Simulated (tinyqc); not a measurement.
CIS on RHF in the sto-3g basis, frozen core, for H2O, spin multiplicity 1, step by step. Computed by tinyqc, a small Python program that keeps every step (integrals from PySCF). Settings: charge = 0, multiplicity = 1, basis = sto-3g, method = RHF, frozen orbitals = 1, energy threshold = 1e-10, iteration cap = 71, orthogonalisation = canonical, start = core, DIIS depth = 6. Command: `OMP_NUM_THREADS=1 python tinyqc.py 30447 30448 out.jsonl` (the two numbers bound the seeds that draw the settings). One thread of a shared host (Intel(R) Xeon(R) Processor @ 2.60GHz), about 0.07 s of CPU time with the checks. The early iterations of the SCF are left out here.

## One-electron integrals

Geometry (angstrom):
```
atom        x         y        z
O     0.00000   0.00000  0.00000
H     0.00000   0.78700  0.52100
H     0.00000  -0.78700  0.52100
```

Basis sto-3g: exponents (1/bohr^2) and contraction coefficients of normalised primitives:
```
element  l (shell)   exponent  coefficient
O            s (1)  130.70932      0.15433
O            s (1)   23.80886      0.53533
O            s (1)    6.44361      0.44463
O            s (2)    5.03315     -0.09997
O            s (2)    1.16960      0.39951
O            s (2)    0.38039      0.70012
O            p (3)    5.03315      0.15592
O            p (3)    1.16960      0.60768
O            p (3)    0.38039      0.39196
H            s (1)    3.42525      0.15433
H            s (1)    0.62391      0.53533
H            s (1)    0.16886      0.44463
```

Overlap, kinetic and nuclear-attraction integrals over the contracted functions; the nuclear repulsion is the sum of Za Zb / Rab.

nuclear repulsion = 9.3069453 hartree

overlap S, lower triangle:
```
          1O 1s    1O 2s   1O 2px    1O 2py   1O 2pz    2H 1s    3H 1s
1O 1s   1.00000
1O 2s   0.23670  1.00000
1O 2px  0.00000  0.00000  1.00000
1O 2py  0.00000  0.00000  0.00000   1.00000
1O 2pz  0.00000  0.00000  0.00000   0.00000  1.00000
2H 1s   0.05572  0.48362  0.00000   0.33192  0.21973  1.00000
3H 1s   0.05572  0.48362  0.00000  -0.33192  0.21973  0.23072  1.00000
```

kinetic energy T (hartree), lower triangle:
```
           1O 1s    1O 2s   1O 2px    1O 2py   1O 2pz    2H 1s    3H 1s
1O 1s   29.00320
1O 2s   -0.16801  0.80813
1O 2px   0.00000  0.00000  2.52873
1O 2py   0.00000  0.00000  0.00000   2.52873
1O 2pz   0.00000  0.00000  0.00000   0.00000  2.52873
2H 1s   -0.00153  0.13514  0.00000   0.24571  0.16266  0.76003
3H 1s   -0.00153  0.13514  0.00000  -0.24571  0.16266  0.00408  0.76003
```

nuclear attraction V (hartree), lower triangle:
```
            1O 1s      1O 2s    1O 2px     1O 2py     1O 2pz     2H 1s     3H 1s
1O 1s   -61.73980
1O 2s    -7.44851  -10.15711
1O 2px    0.00000    0.00000  -9.99795
1O 2py    0.00000    0.00000   0.00000  -10.17726
1O 2pz   -0.01763   -0.20628   0.00000    0.00000  -10.07653
2H 1s    -1.80500   -3.95576   0.00000   -2.42050   -1.66597  -5.87534
3H 1s    -1.80500   -3.95576   0.00000    2.42050   -1.66597  -1.51365  -5.87534
```

core Hamiltonian H = T + V (hartree), lower triangle:
```
            1O 1s     1O 2s    1O 2px    1O 2py    1O 2pz     2H 1s     3H 1s
1O 1s   -32.73660
1O 2s    -7.61652  -9.34899
1O 2px    0.00000   0.00000  -7.46922
1O 2py    0.00000   0.00000   0.00000  -7.64853
1O 2pz   -0.01763  -0.20628   0.00000   0.00000  -7.54780
2H 1s    -1.80653  -3.82062   0.00000  -2.17478  -1.50330  -5.11531
3H 1s    -1.80653  -3.82062   0.00000   2.17478  -1.50330  -1.50957  -5.11531
```

## Two-electron integrals

Functions are numbered as in S; the eight-fold symmetry (ij|kl) = (ji|kl) = (kl|ij) leaves the list below.

Two-electron integrals (ij|kl) in chemists' order, unique and non-zero (hartree):
```
(11|11) 4.78507    (21|11) 0.74138    (21|21) 0.13687    (22|11) 1.11895
(22|21) 0.25663    (22|22) 0.81721    (31|31) 0.02448    (32|31) 0.03781
(32|32) 0.18052    (33|11) 1.11581    (33|21) 0.25668    (33|22) 0.81702
(33|33) 0.88016    (41|41) 0.02448    (42|41) 0.03781    (42|42) 0.18052
(43|43) 0.04744    (44|11) 1.11581    (44|21) 0.25668    (44|22) 0.81702
(44|33) 0.78527    (44|44) 0.88016    (51|51) 0.02448    (52|51) 0.03781
(52|52) 0.18052    (53|53) 0.04744    (54|54) 0.04744    (55|11) 1.11581
(55|21) 0.25668    (55|22) 0.81702    (55|33) 0.78527    (55|44) 0.78527
(55|55) 0.88016    (61|11) 0.17740    (61|21) 0.03246    (61|22) 0.06040
(61|33) 0.06029    (61|41) 0.00124    (61|42) 0.00232    (61|44) 0.06053
(61|51) 0.00082    (61|52) 0.00153    (61|54) 0.00016    (61|55) 0.06039
(61|61) 0.00780    (62|11) 0.41303    (62|21) 0.09583    (62|22) 0.33571
(62|33) 0.33017    (62|41) 0.00597    (62|42) 0.04475    (62|44) 0.34151
(62|51) 0.00395    (62|52) 0.02963    (62|54) 0.00751    (62|55) 0.33514
(62|61) 0.02313    (62|62) 0.16789    (63|31) 0.01025    (63|32) 0.05885
(63|43) 0.00940    (63|53) 0.00622    (63|63) 0.02451    (64|11) 0.24130
(64|21) 0.05674    (64|22) 0.21230    (64|33) 0.20258    (64|41) 0.01336
(64|42) 0.08583    (64|44) 0.22843    (64|51) 0.00206    (64|52) 0.01786
(64|54) 0.01089    (64|55) 0.20567    (64|61) 0.01433    (64|62) 0.12897
(64|64) 0.12248    (65|11) 0.15974    (65|21) 0.03756    (65|22) 0.14055
(65|33) 0.13411    (65|41) 0.00206    (65|42) 0.01786    (65|44) 0.13878
(65|51) 0.01161    (65|52) 0.07067    (65|54) 0.01249    (65|55) 0.14860
(65|61) 0.00948    (65|62) 0.08538    (65|64) 0.06486    (65|65) 0.06744
(66|11) 0.53839    (66|21) 0.12695    (66|22) 0.50811    (66|33) 0.48740
(66|41) 0.01064    (66|42) 0.10840    (66|44) 0.53017    (66|51) 0.00704
(66|52) 0.07176    (66|54) 0.02832    (66|55) 0.50614    (66|61) 0.03095
(66|62) 0.31363    (66|64) 0.27530    (66|65) 0.18225    (66|66) 0.77461
(71|11) 0.17740    (71|21) 0.03246    (71|22) 0.06040    (71|33) 0.06029
(71|41) -0.00124   (71|42) -0.00232   (71|44) 0.06053    (71|51) 0.00082
(71|52) 0.00153    (71|54) -0.00016   (71|55) 0.06039    (71|61) 0.00766
(71|62) 0.02233    (71|64) 0.01260    (71|65) 0.00916    (71|66) 0.02947
(71|71) 0.00780    (72|11) 0.41303    (72|21) 0.09583    (72|22) 0.33571
(72|33) 0.33017    (72|41) -0.00597   (72|42) -0.04475   (72|44) 0.34151
(72|51) 0.00395    (72|52) 0.02963    (72|54) -0.00751   (72|55) 0.33514
(72|61) 0.02233    (72|62) 0.13535    (72|64) 0.07161    (72|65) 0.06683
(72|66) 0.20731    (72|71) 0.02313    (72|72) 0.16789    (73|31) 0.01025
(73|32) 0.05885    (73|43) -0.00940   (73|53) 0.00622    (73|63) 0.01907
(73|73) 0.02451    (74|11) -0.24130   (74|21) -0.05674   (74|22) -0.21230
(74|33) -0.20258   (74|41) 0.01336    (74|42) 0.08583    (74|44) -0.22843
(74|51) -0.00206   (74|52) -0.01786   (74|54) 0.01089    (74|55) -0.20567
(74|61) -0.01260   (74|62) -0.07161   (74|64) -0.01931   (74|65) -0.03454
(74|66) -0.09672   (74|71) -0.01433   (74|72) -0.12897   (74|74) 0.12248
(75|11) 0.15974    (75|21) 0.03756    (75|22) 0.14055    (75|33) 0.13411
(75|41) -0.00206   (75|42) -0.01786   (75|44) 0.13878    (75|51) 0.01161
(75|52) 0.07067    (75|54) -0.01249   (75|55) 0.14860    (75|61) 0.00916
(75|62) 0.06683    (75|64) 0.03454    (75|65) 0.05156    (75|66) 0.11216
(75|71) 0.00948    (75|72) 0.08538    (75|74) -0.06486   (75|75) 0.06744
(76|11) 0.15200    (76|21) 0.03554    (76|22) 0.13351    (76|33) 0.13074
(76|44) 0.13369    (76|51) 0.00238    (76|52) 0.02061    (76|55) 0.13596
(76|61) 0.00847    (76|62) 0.06459    (76|64) 0.04282    (76|65) 0.03693
(76|66) 0.12115    (76|71) 0.00847    (76|72) 0.06459    (76|74) -0.04282
(76|75) 0.03693    (76|76) 0.02973    (77|11) 0.53839    (77|21) 0.12695
(77|22) 0.50811    (77|33) 0.48740    (77|41) -0.01064   (77|42) -0.10840
(77|44) 0.53017    (77|51) 0.00704    (77|52) 0.07176    (77|54) -0.02832
(77|55) 0.50614    (77|61) 0.02947    (77|62) 0.20731    (77|64) 0.09672
(77|65) 0.11216    (77|66) 0.33102    (77|71) 0.03095    (77|72) 0.31363
(77|74) -0.27530   (77|75) 0.18225    (77|76) 0.12115    (77|77) 0.77461
```

## Orthogonalisation

S = U s U^T; canonical form X = U s^(-1/2), so that X^T S X = 1. Each column of U has its largest component positive (the first on a tie).

eigenvalues of S: 0.33515  0.40127  0.89303  1.00000  1.08270  1.36801  1.91983

X:
```
               1         2         3        4         5         6        7
1O 1s   -0.30537   0.00000   0.76312  0.00000  -0.60914   0.00000  0.15638
1O 2s    1.21603   0.00000  -0.27107  0.00000  -0.27206   0.00000  0.43221
1O 2px   0.00000   0.00000   0.00000  1.00000   0.00000   0.00000  0.00000
1O 2py   0.00000   0.97400   0.00000  0.00000   0.00000   0.67285  0.00000
1O 2pz   0.50310   0.00000   0.64405  0.00000   0.66850   0.00000  0.17809
2H 1s   -0.76112  -0.87847  -0.15677  0.00000   0.12581   0.37301  0.37276
3H 1s   -0.76112   0.87847  -0.15677  0.00000   0.12581  -0.37301  0.37276
```

## Starting guess

The start is the orbitals of the core Hamiltonian; D = 2 C_occ C_occ^T.

D at the start, lower triangle:
```
           1O 1s     1O 2s   1O 2px    1O 2py    1O 2pz    2H 1s    3H 1s
1O 1s    2.13537
1O 2s   -0.61306   2.76781
1O 2px   0.00000   0.00000  2.00000
1O 2py   0.00000   0.00000  0.00000   2.44780
1O 2pz  -0.05326   0.33182  0.00000   0.00000   2.16399
2H 1s    0.08941  -0.39941  0.00000  -0.42132  -0.23526  0.14669
3H 1s    0.08941  -0.39941  0.00000   0.42132  -0.23526  0.00165  0.14669
```

## Iteration 8 (converged): orbitals

converged F (hartree), lower triangle:
```
            1O 1s     1O 2s    1O 2px    1O 2py    1O 2pz     2H 1s     3H 1s
1O 1s   -20.21775
1O 2s    -5.16102  -2.44212
1O 2px    0.00000   0.00000  -0.38490
1O 2py    0.00000   0.00000   0.00000  -0.33668
1O 2pz   -0.02911  -0.12160   0.00000   0.00000  -0.34923
2H 1s    -1.23265  -1.04344   0.00000  -0.41612  -0.33893  -0.58852
3H 1s    -1.23265  -1.04344   0.00000   0.41612  -0.33893  -0.37605  -0.58852
```

Diagonalise F' = X^T F X, C = X C', fill 5 alpha and 5 beta electrons from the bottom; D = 2 C_occ C_occ^T. Each column has its largest component positive (the first on a tie).

F' = X^T F X (hartree), lower triangle:
```
          1        2         3         4         5         6         7
1   0.22678
2   0.00000  0.77684
3   1.53939  0.00000  -9.44715
4   0.00000  0.00000   0.00000  -0.38490
5  -1.05644  0.00000   8.89115   0.00000  -9.10513
6   0.00000  0.10815   0.00000   0.00000   0.00000  -0.62929
7   0.12361  0.00000  -4.00467   0.00000   4.05558   0.00000  -2.99763
```

orbital energies (hartree): MO1 -20.22668, MO2 -1.26425, MO3 -0.63756, MO4 -0.43365, MO5 -0.38490, MO6 0.60145, MO7 0.78511

coefficients C:
```
             MO1       MO2       MO3       MO4      MO5       MO6       MO7
1O 1s    0.99408  -0.23291   0.00000   0.09802  0.00000  -0.13810   0.00000
1O 2s    0.02696   0.83003   0.00000  -0.51316  0.00000   0.92737   0.00000
1O 2px   0.00000   0.00000   0.00000   0.00000  1.00000   0.00000   0.00000
1O 2py   0.00000   0.00000   0.59663   0.00000  0.00000   0.00000   1.02246
1O 2pz   0.00417   0.12448   0.00000   0.80659  0.00000   0.69313   0.00000
2H 1s   -0.00617   0.16151   0.43890   0.26195  0.00000  -0.81481  -0.84747
3H 1s   -0.00617   0.16151  -0.43890   0.26195  0.00000  -0.81481   0.84747
```

D after iteration 8, lower triangle:
```
           1O 1s     1O 2s   1O 2px    1O 2py   1O 2pz     2H 1s    3H 1s
1O 1s    2.10408
1O 2s   -0.43365   1.90603
1O 2px   0.00000   0.00000  2.00000
1O 2py   0.00000   0.00000  0.00000   0.71193
1O 2pz   0.10842  -0.62096  0.00000   0.00000  1.33219
2H 1s   -0.03615  -0.00106  0.00000   0.52372  0.46273   0.57474
3H 1s   -0.03615  -0.00106  0.00000  -0.52372  0.46273  -0.19578  0.57474
```

## Convergence

Stop when the energy changes by less than 1e-10 hartree and every element of the error matrix X^T (F D S - S D F) X is below 3e-06.

Course of the cycle:
```
iteration  E (hartree)     change  largest element of the error matrix
1          -73.2368201          -                             1.03e+00
2          -74.9476005  -1.71e+00                             9.59e-02
3          -74.9547065  -7.11e-03                             2.14e-02
4          -74.9552632  -5.57e-04                             4.47e-03
5          -74.9552927  -2.95e-05                             8.20e-04
6          -74.9552936  -9.14e-07                             9.17e-05
7          -74.9552936  -8.31e-09                             4.57e-07
8          -74.9552936  -9.95e-14                             6.62e-09
```

PySCF RHF in the same basis = -74.9552936 hartree

Converged in 8 iterations.

## Populations, bond orders and dipole

Mulliken: Z minus the diagonal of D S on the atom; Loewdin: the same with S^(1/2) D S^(1/2); Mayer order: 2 sum_s sum (D(s) S)_ij (D(s) S)_ji over the two atoms.

Charges (e):
```
atom  Mulliken   Loewdin
1O    -0.39490  -0.27296
2H     0.19745   0.13648
3H     0.19745   0.13648
```

Mayer bond orders:
```
pair    order
2-1   0.94201
3-1   0.94201
3-2   0.01901
```

dipole moment about the origin, x y z (debye): 0.00000  0.00000  1.68174

## Integrals over molecular orbitals

(pq|rs) = sum C_ip C_jq C_kr C_ls (ij|kl), one index at a time.

one-electron integrals over orbitals h = C^T H C (hartree), lower triangle:
```
           1         2         3         4         5         6         7
1  -32.71871
2    0.56024  -7.67395
3    0.00000   0.00000  -6.38968
4   -0.22243   0.40470   0.00000  -7.06363
5    0.00000   0.00000   0.00000   0.00000  -7.46922
6    0.31998  -1.39134   0.00000  -1.01363   0.00000  -5.26757
7    0.00000   0.00000  -1.73612   0.00000   0.00000   0.00000  -5.63745
```

Two-electron integrals over orbitals (pq|rs), unique and non-zero (hartree); the lowest 1 orbital is frozen and left out:
```
(22|22) 0.72570    (32|32) 0.14673    (33|22) 0.64428    (33|33) 0.63446
(42|22) 0.00574    (42|33) 0.00717    (42|42) 0.12499    (43|32) 0.02008
(43|43) 0.04496    (44|22) 0.68346    (44|33) 0.60246    (44|42) -0.10525
(44|44) 0.80133    (52|52) 0.14460    (53|53) 0.02883    (54|52) -0.04447
(54|54) 0.05548    (55|22) 0.74735    (55|33) 0.62912    (55|42) -0.06368
(55|44) 0.73777    (55|55) 0.88016    (62|22) 0.14119    (62|33) 0.07249
(62|42) 0.02140    (62|44) 0.09678    (62|55) 0.16031    (62|62) 0.10093
(63|32) -0.04623   (63|43) -0.02821   (63|63) 0.07603    (64|22) 0.09207
(64|33) 0.04072    (64|42) -0.01890   (64|44) 0.11292    (64|55) 0.10771
(64|62) 0.06242    (64|64) 0.06091    (65|52) 0.06145    (65|54) -0.00269
(65|65) 0.03935    (66|22) 0.60641    (66|33) 0.56922    (66|42) 0.06122
(66|44) 0.54402    (66|55) 0.58246    (66|62) 0.09042    (66|64) 0.04312
(66|66) 0.58999    (72|32) 0.04079    (72|43) -0.03160   (72|63) 0.03519
(72|72) 0.06180    (73|22) 0.14136    (73|33) 0.09222    (73|42) -0.07049
(73|44) 0.16711    (73|55) 0.19067    (73|62) 0.07883    (73|64) 0.07093
(73|66) 0.03715    (73|73) 0.14942    (74|32) -0.07395   (74|43) 0.00515
(74|63) 0.04396    (74|72) -0.01729   (74|74) 0.06511    (75|53) 0.02383
(75|75) 0.02483    (76|32) 0.10340    (76|43) 0.04544    (76|63) -0.07038
(76|72) -0.00777   (76|74) -0.05626   (76|76) 0.11987    (77|22) 0.62738
(77|33) 0.61339    (77|42) -0.01582   (77|44) 0.61651    (77|55) 0.63112
(77|62) 0.07076    (77|64) 0.04085    (77|66) 0.56405    (77|73) 0.10042
(77|77) 0.62523
```

## CIS matrix, singlets

A(ia,jb) = (e_a - e_i) d_ij d_ab + 2 (ia|jb) - (ij|ab).

CIS matrix A, singlet (hartree), lower triangle:
```
         2>6       2>7      3>6      3>7      4>6      4>7      5>6      5>7
2>6  1.46117
2>7  0.00000   1.54558
3>6  0.00000  -0.03301  0.82186
3>7  0.05425   0.00000  0.00000  1.10812
4>6  0.06362   0.00000  0.00000  0.09642  0.61291
4>7  0.00000  -0.01876  0.04248  0.00000  0.00000  0.73247
5>6  0.00000   0.00000  0.00000  0.00000  0.00000  0.00000  0.48260
5>7  0.00000   0.00000  0.00000  0.00000  0.00000  0.00000  0.00000  0.58855
```

## CIS singlet states

dipole integrals <i|r|a> (bohr):
```
           x         y         z
2>6  0.00000   0.00000  -0.09022
2>7  0.00000  -0.16250   0.00000
3>6  0.00000  -0.88865   0.00000
3>7  0.00000   0.00000  -0.57974
4>6  0.00000   0.00000  -0.38515
4>7  0.00000  -0.63822   0.00000
5>6  0.08118   0.00000   0.00000
5>7  0.00000   0.00000   0.00000
```

Diagonalise A (1 hartree = 27.211386 eV); each vector has its largest component positive (the first on a tie). The transition dipole is mu = sqrt2 sum c_ia <i|r|a>.

singlet excitation energies (eV): 13.13223  16.01522  16.09819  19.46902  22.77129  30.31934  40.17442  42.11246

lowest vectors:
```
     state 1  state 2   state 3   state 4  state 5   state 6
2>6  0.00000  0.00000  -0.06082   0.00000  0.00000  -0.18160
2>7  0.00000  0.00000   0.00000   0.00632  0.05299   0.00000
3>6  0.00000  0.00000   0.00000  -0.36912  0.92820   0.00000
3>7  0.00000  0.00000  -0.17699   0.00000  0.00000   0.96969
4>6  0.00000  0.00000   0.98233   0.00000  0.00000   0.16347
4>7  0.00000  0.00000   0.00000   0.92936  0.36829   0.00000
5>6  1.00000  0.00000   0.00000   0.00000  0.00000   0.00000
5>7  0.00000  1.00000   0.00000   0.00000  0.00000   0.00000
```

oscillator strengths 2/3 w |mu|^2: 0.00424  0.00000  0.05761  0.06757  1.27390  0.55052

## CIS matrix, triplets

A(ia,jb) = (e_a - e_i) d_ij d_ab - (ij|ab).

CIS matrix A, triplet (hartree), lower triangle:
```
          2>6       2>7       3>6       3>7      4>6      4>7      5>6      5>7
2>6   1.25930
2>7   0.00000   1.42198
3>6   0.00000  -0.10340   0.66979
3>7  -0.10340   0.00000   0.00000   0.80927
4>6  -0.06122   0.00000   0.00000  -0.04544  0.49108
4>7   0.00000   0.01582  -0.04544   0.00000  0.00000  0.60225
5>6   0.00000   0.00000   0.00000   0.00000  0.00000  0.00000  0.40389
5>7   0.00000   0.00000   0.00000   0.00000  0.00000  0.00000  0.00000  0.53889
```

## CIS triplet states

Diagonalise A (1 hartree = 27.211386 eV); each vector has its largest component positive (the first on a tie).

triplet excitation energies (eV): 10.99049  12.98766  14.66397  15.72896  18.48993  21.69463  34.96956  39.08929

lowest vectors:
```
     state 1  state 2  state 3  state 4   state 5   state 6
2>6  0.00000  0.09865  0.00000  0.00000   0.00000   0.19180
2>7  0.00000  0.00000  0.00000  0.04258   0.13088   0.00000
3>6  0.00000  0.00000  0.00000  0.48147   0.86598   0.00000
3>7  0.00000  0.16505  0.00000  0.00000   0.00000   0.96451
4>6  0.00000  0.98134  0.00000  0.00000   0.00000  -0.18150
4>7  0.00000  0.00000  0.00000  0.87543  -0.48264   0.00000
5>6  1.00000  0.00000  0.00000  0.00000   0.00000   0.00000
5>7  0.00000  0.00000  1.00000  0.00000   0.00000   0.00000
```
